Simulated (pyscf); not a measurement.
Thermochemistry of product channels of HO–Ga(OH)–F + hydrogen (H₂) on the singlet surface, in kcal/mol, from ωB97M-D3(BJ)/def2-TZVP energies (ideal gas, 1 atm, RRHO with modes under 100 cm⁻¹ raised to 100, one conformer, R ln 2 for chiral ones without a mode under 150 cm⁻¹). Single points on ωB97X-D3(BJ)/def2-SVP structures (PySCF, gas phase).

```tsv
products	ΔE	ΔH(298 K)	ΔG(600 K)	ΔG(900 K)
water (H₂O) + HO–GaH–F	[?]	+7.2	+3.6	+2.6
HO–GaH–OH + hydrogen fluoride (HF)	+13.3	+15.3	+13.0	[?]
```

Problem. What belongs in the gaps?

Solution. 
- water (H₂O) + HO–GaH–F, ΔE: +4.8
- HO–GaH–OH + hydrogen fluoride (HF), ΔG(900 K): +12.2

These are energies of the channels, which say nothing of barriers. Elements up to Kr have no core potential and no relativistic terms here.
